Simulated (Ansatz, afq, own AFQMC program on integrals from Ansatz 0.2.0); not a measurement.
AFQMC on a folder of integrals that Ansatz 0.2.0 wrote.

```yaml
crystal:
  periodic: [false, false, false]
  atoms:
    - {symbol: B, position_ang: [0.000000, 0.000000, 0.090069]}
    - {symbol: C, position_ang: [0.000000, 0.000000, -1.358850]}
    - {symbol: H, position_ang: [0.000000, 0.000000, 1.268781]}
basis:
  gaussian: {orbitals: 6-31G}
magnetization: {spin_polarized: true, initial_magnetization: 2}
correlation: {method: ccsd_t, electrons: outside_noble_gas, hamiltonian_folder: ham}
```

```sh
$ ansatz run in.yaml --threads 1 --pin off --events-out ev --progress --plain --max-ram 24576MiB --backend cuda --devices 0, --max-vram 18GiB
```

Options of the walk:

```
--method phaseless --trial hf --walkers 4000 --populations 20 --least-time 40 --time-step 0.005 --steps-per-block 20 --equilibration-blocks 112 --max-blocks 4000 --target-error 0.0008500 --factor-cut 1e-05 --start spin_pure --seed 1432 --taylor-order 6
```

Times are imaginary, in 1/Eh. The walk had a cap of 49 s. With eight or more populations the least sampling time is a fifth of least-time, and the error comes from their spread.

```
orbitals 18  electrons 5 3  factors 112 of 285
reference energy -62.92405873 Eh
CCSD correlation -0.11683754 Eh in 16 cycles, weight of the determinant in the CISD state 0.8172
energy of the start -62.933958 Eh
 block  time / (1/Eh)  mean weight  energy / Eh
     1     0.100  1.0005  -62.952702
     2     0.200  1.0006  -62.967337
     3     0.300  1.0006  -62.979163
     4     0.400  1.0006  -62.990544
     5     0.500  1.0005  -62.998777
     8     0.800  1.0004  -63.013282
    13     1.300  1.0001  -63.030092
    31     3.100  1.0001  -63.047115
    49     4.900  1.0000  -63.044017
    55     5.500  0.9999  -63.043006
    67     6.700  0.9999  -63.044014
    85     8.500  0.9999  -63.049005
   103    10.300  0.9999  -63.053094
   121    12.100  0.9998  -63.049674
   139    13.900  0.9998  -63.044952
   157    15.700  1.0000  -63.049777
   175    17.500  0.9998  -63.047190
   187    18.700  1.0003  -63.053264
   193    19.300  0.9998  -63.044546
   211    21.100  0.9997  -63.049274
   229    22.900  0.9999  -63.046082
   247    24.700  0.9998  -63.046447
error from the spread of 20 populations
energy -63.047731 +/- 0.000823 Eh
(rows thinned)
```

(1) Estimate how long the walk took on 1 × NVIDIA H100 80GB HBM3 with 2 threads of AMD EPYC 7R13 Processor (Zen 3) (shared host) (the card was shared).

The run passed its tests (sampling time, drift between the halves within three errors, error under three times the target), which doesn't prove that it has relaxed.

Against this walk (error 22.4 meV) on the same determinant: CCSD(T) 86.0 meV higher, CCSDT(Q) 38.4 meV higher (within the noise), CCSDTQ 38.8 meV higher (within the noise), full CI 37.8 meV higher (within the noise), a separate phaseless walk with a CISD trial and standard settings 48.9 ± 22.6 meV higher. The error is statistical and leaves out the bias of the constraint. The determinant has ⟨S²⟩ = 2.41, so the low cluster orders mix in higher spin, while the walk starts as a pure triplet. The determinant is a poor start (see the cautions), so the low cluster orders aren't to be relied on, and full CI is the sure value.

Cautions: constraint bias not in the error; strong correlation (T1 0.074, weight of the determinant 0.82, largest double 0.16); unrestricted determinant spin contaminated (⟨S²⟩ 2.41 against 2.00).

Answers

(1) 15 s of wall time.

CCSDT and higher add their correlation energy to the determinant of the CCSD(T) run, since their own runs factorise the integrals more tightly (a shift of under 2 meV).
